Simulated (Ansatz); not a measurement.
Reactions of C$_{2}$H$_{7}$NS$_{2}$, SMILES `CNC(S)S`.

Isolated molecules relaxed with PBE0-D4/def2-TZVP in Ansatz; ΔE leaves out vibrations. CCSD(T)/CBS adds triple-zeta CCSD(T) − MP2 to the extrapolated MP2 energy (def2 sets, frozen cores). This one scheme is used for every species, atoms too. No spin–orbit coupling; open shells (•) take unrestricted orbitals. Spin–orbit coupling would lower the free atoms: a little for C, S. Each species was taken in one conformer, which may not be the lowest.

```csv
reaction,MP2/CBS(def2) (eV)
`CNC(S)S` → `CNCSS`,-0.32
`CNC(S)S` → 2 C• + 7 H• + N• + 2 S•,43.35
`CNC(S)S` → `NC(S)CS`,-0.33
`CNC(S)S` + H₂O → `OC(S)S` + CH₃NH₂,0.40
`CNC(S)S` → `CC(N)(S)S`,-0.45
`CNC(S)S` + H₂ → `CNCS` + H₂S,-0.51
`CNC(S)S` + H–F → `FC(S)S` + CH₃NH₂,0.58
`CNC(S)S` + H₂O → `CNC(O)S` + H₂S,0.29
```

(1) Give the CCSD(T)/CBS values in the same order. (An estimate is asked.)

Largest T1 diagnostic: 0.012, for `FC(S)S`.

Answers

(1) The calculation gave: -0.33, 42.82, -0.33, 0.32, -0.41, -0.62, 0.44, 0.17 eV.
